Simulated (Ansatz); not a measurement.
## BH2O (SMILES B[O]): the vertical energy of the quartet above the doublet from total energies

BH2O: 4 atoms, total charge 0, spin state doublet. As SMILES, `B[O]`. The coordinates come from a PBE0-D4/def2-TZVP relaxation.

```
atom    x (Å)    y (Å)    z (Å)
   B  -0.0011  -0.0103  -0.0151
   O   1.0253  -0.3408   0.6769
   H  -1.0526  -0.5877   0.1516
   H   0.0839   0.8785  -0.8336
```

Both states at this one shape; open shells run unrestricted unless said. 1 Eh = 27.2114 eV.

| level | program | doublet BH2O (Eh) | quartet BH2O (Eh) |
| --- | --- | --- | --- |
| UBHLYP/def2-TZVPPD | Ansatz | -101.237555 | -100.990838 |
| UCAM-B3LYP/def2-TZVPPD | Ansatz | -101.243398 | -100.994991 |
| UCCSD/def2-TZVPPD, 2 core orbitals frozen | Ansatz | -101.069539 | -100.816467 |

Q: Work out the vertical gap, second state less first, at each level.

A: 
1. UBHLYP/def2-TZVPPD: -100.990838 − (-101.237555) = 0.246717 Eh = 6.71 eV.
2. UCAM-B3LYP/def2-TZVPPD: -100.994991 − (-101.243398) = 0.248407 Eh = 6.76 eV.
3. UCCSD/def2-TZVPPD: -100.816467 − (-101.069539) = 0.253072 Eh = 6.89 eV.

No measured value is set beside it here; the levels span 6.71 to 6.89 eV.
